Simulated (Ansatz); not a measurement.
System: K4Ta2S11 (P-1, No. 2; cell taken from a computed entry). Method: LDA (plane waves, PAW; Ansatz, a program for electronic structure).

Numerical settings: plane-wave cutoff 520 eV, 6×4×4 k mesh (along the axes of the cell as run), Fermi–Dirac smearing 0.01 eV, scalar-relativistic PAW data made under PBE.

Cell (relaxed with PBEsol):

```cif
data_K8S22Ta4
_chemical_formula_sum 'K8 Ta4 S22'
_space_group_name_H-M_alt 'P 1'
_space_group_IT_number 1
_cell_length_a 7.41030
_cell_length_b 11.43060
_cell_length_c 11.64068
_cell_angle_alpha 68.721
_cell_angle_beta 86.245
_cell_angle_gamma 85.264
loop_
_space_group_symop_operation_xyz
  'x, y, z'
loop_
_atom_site_label
_atom_site_type_symbol
_atom_site_fract_x
_atom_site_fract_y
_atom_site_fract_z
_atom_site_occupancy
K1 K 0.22866 0.65362 0.94387 1
K2 K 0.77134 0.34638 0.05613 1
K3 K 0.72995 0.36618 0.50848 1
K4 K 0.27005 0.63382 0.49152 1
K5 K 0.46452 0.18999 0.83965 1
K6 K 0.53548 0.81001 0.16035 1
K7 K 0.79079 0.96125 0.38402 1
K8 K 0.20921 0.03875 0.61598 1
Ta1 Ta 0.27344 0.35310 0.34159 1
Ta2 Ta 0.72656 0.64690 0.65841 1
Ta3 Ta 0.36003 0.13341 0.20345 1
Ta4 Ta 0.63997 0.86659 0.79655 1
S1 S 0.16888 0.96725 0.20436 1
S2 S 0.83112 0.03275 0.79564 1
S3 S 0.61909 0.08311 0.11304 1
S4 S 0.38091 0.91689 0.88696 1
S5 S 0.25064 0.33900 0.54059 1
S6 S 0.74936 0.66100 0.45941 1
S7 S 0.92802 0.80909 0.66048 1
S8 S 0.07198 0.19091 0.33952 1
S9 S 0.65078 0.63394 0.89887 1
S10 S 0.34922 0.36606 0.10113 1
S11 S 0.70479 0.06422 0.62950 1
S12 S 0.29521 0.93578 0.37050 1
S13 S 0.03615 0.62339 0.72620 1
S14 S 0.96385 0.37661 0.27380 1
S15 S 0.72923 0.41356 0.76217 1
S16 S 0.27077 0.58644 0.23783 1
S17 S 0.50550 0.18086 0.36730 1
S18 S 0.49450 0.81914 0.63270 1
S19 S 0.18721 0.26992 0.02841 1
S20 S 0.81279 0.73008 0.97159 1
S21 S 0.47667 0.51369 0.75071 1
S22 S 0.52333 0.48631 0.24929 1
```

### Question
What does this level give for the band gap, smallest direct gap on the k points sampled and direct gap at Γ?

### Answer

* **band gap**: 1.54 eV
* **smallest direct gap on the k points sampled**: 1.55 eV
* **direct gap at Γ**: 1.62 eV

Note: cell and atoms aren't relaxed at this level (largest force component 0.19 eV/Å, pressure -1.7 GPa).

Spin–orbit coupling is not included.

Static lattice: no zero-point or thermal effects.

Cost on a shared machine: about 19 core-minutes (a rough figure).
